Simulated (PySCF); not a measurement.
ClF: calculation against experiment

**What was measured.**

From NIST CCCBDB Release 22 (SRD 101), experimental dipoles, for the gas: dipole moment (microwave Stark effect) 0.88 D.

From Liu, Meijer, Perez-Rios, Phys. Chem. Chem. Phys. 22 (2020) 24191, for the gas: dipole moment 0.85 D.

From NIST CCCBDB, for the gas: vertical first ionisation energy 12.77 eV.

How close the calculation comes is told at the end.

ClF.
Atom-mapped SMILES: `[F:1][Cl:2]`

Structure used (PBE0-D3(BJ)/def2-TZVP), in Å, numbered top down from 1:
```xyz
2
ClF angstrom
F      0.818   -0.029    0.002
Cl    -0.801    0.000   -0.014
```

The PySCF runs (gas phase, on this PBE0-D3(BJ)/def2-TZVP geometry; no spin–orbit coupling):

```csv
level,job,basis functions,wall time
"PBE0-D3(BJ)/def2-TZVP, grid level 2",geometry optimisation from a GFN2-xTB start shaken at random,68,3.1 s
B97-2/pcSseg-2,shieldings,79,0.78 s
KT3/pcSseg-2,shieldings,79,1.1 s
PBE0/pcSseg-2,"shieldings, charges and field gradients",79,1.5 s
wB97X-D/pcSseg-2,shieldings,79,0.97 s
CAM-B3LYP/aug-cc-pVTZ,"10 singlets by full TDDFT, 4 Tamm–Dancoff triplets, polarisability",96,1.4 s
PBE0/aug-cc-pVTZ,"10 singlets by full TDDFT, 4 Tamm–Dancoff triplets, polarisability, dynamic polarisability",96,1.6 s
wB97X-D/aug-cc-pVTZ,"10 singlets by full TDDFT, 4 Tamm–Dancoff triplets, polarisability, ΔSCF ions",96,3.8 s
```

Hardware: Arm Neoverse V2, one thread, no GPU, on a shared host.

Results beside the measurements:

**Dipole moment.** Measured: 0.88 D (NIST CCCBDB Release 22 (SRD 101), experimental dipoles) and 0.85 D (Liu, Meijer, Perez-Rios, Phys. Chem. Chem. Phys. 22 (2020) 24191). Differences are taken against the first.

```csv
level,computed (D),computed − measured (D),% (from the printed values)
PBE0-D3(BJ)/def2-TZVP,0.90,+0.02,+2
B97-2/pcSseg-2,0.94,+0.06,+7
KT3/pcSseg-2,0.82,-0.06,-7
PBE0/pcSseg-2,0.94,+0.06,+7
wB97X-D/pcSseg-2,0.97,+0.09,+10
CAM-B3LYP/aug-cc-pVTZ,0.90,+0.02,+2
PBE0/aug-cc-pVTZ,0.81,-0.07,-8
wB97X-D/aug-cc-pVTZ,0.83,-0.05,-6
```

The computed dipoles belong to one fixed geometry; measured ones are averaged over vibrations unless marked μe. Magnitudes are compared, not signs.

**Vertical first ionisation energy.** Measured: 12.77 eV (NIST CCCBDB).

```
                         level  computed (eV)  computed − measured (eV)
      ΔSCF wB97X-D/aug-cc-pVTZ          12.71                     -0.06
−ε(HOMO) CAM-B3LYP/aug-cc-pVTZ          10.97                     -1.80
     −ε(HOMO) PBE0/aug-cc-pVTZ           9.47                     -3.30
  −ε(HOMO) wB97X-D/aug-cc-pVTZ          11.41                     -1.36
       −ε(HOMO) B97-2/pcSseg-2           9.18                     -3.59
```

The computed energies are vertical. Orbital energies are listed beside them and aren't ranked. Spin–orbit splitting of the ion isn't included.

The geometry is computed, not the measured one. Where a level misses, the cause wasn't examined.
